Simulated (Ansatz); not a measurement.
Input for Ansatz (development build ahead of 0.2.0):

```yaml
crystal:
  periodic: [false, false, false]
  atoms:
    - { symbol: C, position_ang: [0.0, 0.0, 0.0] }
    - { symbol: O, position_ang: [0.0, 0.0, 1.18] }
    - { symbol: O, position_ang: [0.0, 0.0, -1.18] }
basis:
  gaussian: { orbitals: def2-SVP }
total_charge: 1
magnetization:
  initial_magnetization: 1
hamiltonian:
  xc: pbe0
scf:
  omitted_lower_state_checks: [starts, atomic_configurations, cluster_reference, orbital_swaps, given_window_search, neighbouring_geometries, increment]
output:
  forces: true
```

The input is written out in the form of the current development build from the run's settings.

Output:

```json
{
  "Converged": "yes",
  "Total energy": "-187.73063 hartree",
  "Spin squared of the determinant": "0.750",
  "Stability test": "minimum among restricted orbitals"
}
```

Forces (eV/Å):
```
atom     Fx     Fy      Fz
  C1  0.000  0.000   0.000
  O2  0.000  0.000  -1.290
  O3  0.000  0.000   1.290
```
